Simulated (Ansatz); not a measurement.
**CH4AlS radical: one species, many methods**

The task here is to estimate one member of a computed series from the others.

Program: Ansatz 0.2.0, Gaussian basis. Level of theory: functionals in def2-TZVPP, the program's frozen cores in correlated methods. These are calculated values, not measurements.

The runs, in order: LDA (SPW92), PBE-D4, revPBE-D4, BLYP-D4, r2SCAN-D4, B97M-V, PBE0-D4, B3LYP-D4, r2SCANh-D4, r2SCAN0-D4, HSE06-D4, BHLYP-D4, CAM-B3LYP-D4, LC-ωPBE, ωB97X-V, ωB97M-V, B2PLYP, PBE-QIDH; CCSD(T)/def2-SVP; CCSD(T)/def2-TZVPP; MP2/def2-QZVPP; extrapolation to the limit; RPA on PBE.

**The relaxed structure**

An earlier PBE0-D4 in a triple-zeta def2 set relaxation fixed the geometry.

SMILES `[CH3][Al][SH]`, 7 atoms, charge 0, spin multiplicity 2.

Atoms are counted from 1 here; the program's logs count them from 0.

Bond lengths: C1–Al2 1.964 Å, C1–H4 1.091 Å, C1–H5 1.094 Å, C1–H6 1.095 Å, Al2–S3 2.206 Å, S3–H7 1.343 Å. Angles: Al2–C1–H4 112.9°, Al2–C1–H5 109.9°, Al2–C1–H6 109.2°, H4–C1–H5 108.8°, H4–C1–H6 108.1°, H5–C1–H6 107.8°, C1–Al2–S3 115.0°, Al2–S3–H7 94.7°.

Coordinates:

```xyz
7
CH4AlS
C    -1.0114    0.5830   -0.3688
Al    0.0140   -0.9104    0.3910
S     2.1992   -0.6123    0.4424
H    -2.0338    0.3065   -0.6315
H    -0.5080    0.9624   -1.2635
H    -1.0568    1.3979    0.3614
H     2.4580   -1.7951    1.0233
```

Set-up of the first run:

File in.yaml:

```yaml
crystal:
  periodic: [false, false, false]
  atoms:
    - {symbol: C, position_ang: [-1.011375, 0.582978, -0.368812]}
    - {symbol: Al, position_ang: [0.013999, -0.910359, 0.390970]}
    - {symbol: S, position_ang: [2.199192, -0.612294, 0.442385]}
    - {symbol: H, position_ang: [-2.033798, 0.306519, -0.631505]}
    - {symbol: H, position_ang: [-0.507964, 0.962360, -1.263452]}
    - {symbol: H, position_ang: [-1.056813, 1.397869, 0.361417]}
    - {symbol: H, position_ang: [2.457959, -1.795073, 1.023296]}
basis:
  gaussian: {orbitals: def2-TZVPP}
magnetization: {spin_polarized: true, initial_magnetization: 1}
hamiltonian: {xc: lda}
output: {orbitals: {seedname: orbitals}}
```

Steps of the session up to this table: LDA; PBE-D4 (GGA); revPBE-D4 (GGA); BLYP-D4 (GGA); r2SCAN-D4 (meta-GGA); B97M-V (meta-GGA); PBE0-D4 (hybrid); B3LYP-D4 (hybrid); r2SCANh-D4 (hybrid); r2SCAN0-D4 (hybrid); HSE06-D4 (hybrid); BHLYP-D4 (hybrid); CAM-B3LYP-D4 (range-separated); LC-ωPBE-D4 (range-separated; the results give it without D4); ωB97X-V (range-separated); ωB97M-V (range-separated); B2PLYP (double hybrid); PBE-QIDH (double hybrid).

One of the session's tables, all rows but one given; the rest of the session is left out.

It belongs to the step «Frontier levels by functional». 

| functional | HOMO (eV) | LUMO (eV) | gap (eV) |
| --- | --- | --- | --- |
| LDA (SPW92) | -4.53 | -3.45 | 1.08 |
| PBE-D4 | -4.55 | -3.10 | 1.45 |
| revPBE-D4 | -4.53 | -2.96 | 1.57 |
| BLYP-D4 | -4.34 | -3.13 | 1.21 |
| r2SCAN-D4 | -4.84 | -2.68 | 2.16 |
| B97M-V | -4.49 | -3.43 | 1.06 |
| PBE0-D4 | -5.55 | -2.31 | 3.24 |
| B3LYP-D4 | -5.30 | -2.69 | 2.61 |
| r2SCANh-D4 | -5.20 | -2.45 | 2.76 |
| r2SCAN0-D4 | -5.75 | -2.11 | 3.64 |
| HSE06-D4 | -5.16 | -2.69 | 2.47 |
| BHLYP-D4 | ? | ? | ? |
| CAM-B3LYP-D4 | -6.71 | -1.55 | 5.15 |
| LC-ωPBE | -8.07 | -0.24 | 7.83 |
| ωB97X-V | -7.60 | -0.73 | 6.87 |
| ωB97M-V | -7.17 | -0.87 | 6.30 |

**Question.** Estimate the row for BHLYP-D4.

Worked estimate for «HOMO (eV)». Against the share of exact exchange, BLYP-D4 (0, -4.34), B3LYP-D4 (0.2, -5.30) give a slope of -4.80 per unit share; at 0.5 the line stands at -6.74.

The run gave: HOMO (eV): -6.37; LUMO (eV): -1.68; gap (eV): 4.69. In «HOMO (eV)» the line misses by -0.37.
